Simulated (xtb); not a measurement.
A geometry relaxed with GFN2-xTB (xtb 6.7.1), charge 0, multiplicity 2:

```xyz
5

C      0.7880    -0.3372     0.0762
H     -0.8310     0.9565    -0.3103
H     -1.2398    -0.6904     0.3477
H      1.7403     0.0836    -0.1477
C     -0.4575    -0.0124     0.0341
```

Q: Write the SMILES of this molecule.

A: `[CH]=C`
